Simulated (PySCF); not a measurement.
Al: electron affinity

Al⁻ [Ne] 3s2 3p2 [3p1/2^2, M_J = 0] → Al [Ne] 3s2 3p1 [3p1/2^1, M_J = 1/2], as a difference of total energies. All numbers are calculated (PySCF 2.14, the two-component X2C-1e Hamiltonian, in x2c-TZVPall-2c with one added diffuse shell each of s, p type (6s7p2d1f, 44 functions)). Correlated levels: [Ne] frozen; the 6 highest virtual spinors dropped. "Screened" scales the spin-orbit matrix elements by Boettger's factors to mimic the two-electron term; Breit and QED terms are absent.

```tsv
method	electron affinity (eV)	error (eV)
GHF (spin-free)	-0.079	-0.512
GMP2 (spin-free)	0.317	-0.116
GHF (screened spin-orbit)	-0.085	-0.518
GMP2 (screened spin-orbit)	0.312	-0.121
```

Reference: 0.433 eV (measured; photodetachment measurements, as compiled on the Wikipedia data page of electron affinities).

Errors of the correlated levels include the incompleteness of this basis and the frozen core.

The labels give the starting determinants; with spin-orbit coupling the two ends relaxed to ⟨J²⟩ = 1.98, ⟨L²⟩ = 2.02, ⟨S²⟩ = 2.01 and ⟨J²⟩ = 1.03, ⟨L²⟩ = 2.09, ⟨S²⟩ = 0.78.

A negative affinity means that the anion lies above the atom at that level of theory.

The determinant of Al⁻ mixes levels of different J (the jj label is only the starting occupation), so the difference between spin-free and spin-orbit rows is not the physical spin-orbit shift.
